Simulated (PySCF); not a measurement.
# Worked example: correlation energy of CO2, singlet

Geometry: MP2(full)/6-31G*, from the G2/97 set.

```tsv
atom	x (Å)	y (Å)	z (Å)
C	0.0000	0.0000	0.0000
O	0.0000	0.0000	-1.1787
O	0.0000	0.0000	1.1787
```

Basis cc-pVDZ; PySCF 2.14.0. Only valence electrons are correlated (noble-gas cores frozen), which leaves 16 electrons in 39 orbitals. R marks a restricted (for open shells ROHF) determinant.

Full CI isn't at hand for all of this; RCCSDT(Q) serves as the reference, and is uncertain by about the last step of the cluster series.

```tsv
level	total energy (hartree)
RHF	-187.646311
RMP2	-188.133543
RCCSD	-188.129300
RCCSD(T)	-188.148189
RCCSDT	-188.148440
RCCSDT(Q)	-188.150660
```

Task: What is the correlation energy at RCCSDT(Q), and what share of it do RMP2 and RCCSDT recover?

Result: E(corr) = -188.150660 − (-187.646311) = -0.504349 hartree = -13.724 eV. RMP2: -0.487232 / -0.504349 = 96.61 %. RCCSDT: -0.502129 / -0.504349 = 99.56 %.

Task: By how many kcal/mol does RCCSD(T) miss RCCSDT(Q) (1 hartree = 627.509 kcal/mol), and which steps make up the rest?

Result: -188.148189 − (-188.150660) = 0.002471 hartree = 1.55 kcal/mol. Steps: RCCSDT − RCCSD(T) = -0.16, RCCSDT(Q) − RCCSDT = -1.39 kcal/mol. Differences between like states or geometries often cancel part of this.
